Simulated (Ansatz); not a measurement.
Computed with Ansatz on PBE0-D4/def2-TZVP structures; ΔE is electronic, products minus reactants. CCSD(T)/CBS is the MP2 limit (def2-TZVPP, def2-QZVPP) plus CCSD(T) − MP2 in def2-TZVPP, frozen cores. This one scheme is used for every species, atoms too. DFT in def2-TZVPP. No spin–orbit coupling; open shells (•) take unrestricted orbitals. Spin–orbit coupling would lower the free atoms: a little for B, C, S. Each species was taken in one conformer, which may not be the lowest.

Consider the atomization: `C[B]S`• → B• + C• + 4 H• + S•.

```json
{"level": "B97M-V", "ΔE (kJ/mol)": "2440.5"}
{"level": "BLYP", "ΔE (kJ/mol)": "2379.5"}
{"level": "PBE0", "ΔE (kJ/mol)": "2428.0"}
{"level": "HF/CBS(def2)", "ΔE (kJ/mol)": "1834.3"}
```

Q: What does CCSD(T)/CBS give? (Estimate.)

A: The calculation gave: +2391.4 kJ/mol. The listed levels differ from it by 49.1, -11.9, 36.6, -557.1 kJ/mol.

Largest T1 diagnostic among the species: 0.015.

From BLYP to BHLYP (50 % exact exchange), in def2-TZVPP and without D4, ΔE moves by −32.0 kJ/mol: exact exchange takes away binding that semilocal exchange gives to molecules. In def2-TZVPP, CCSD(T) changes the Hartree–Fock value by +504.4 kJ/mol (the triples alone add +32.0 kJ/mol) and MP2 by +535.3 kJ/mol; breaking electron pairs costs correlation energy, which Hartree–Fock lacks.

For atomizations the MP2-based limit and the directly extrapolated one differ by several kJ/mol either way, and by 10 to 25 for some Ge, Se and Sn compounds, so smaller differences from it don't rank the levels.
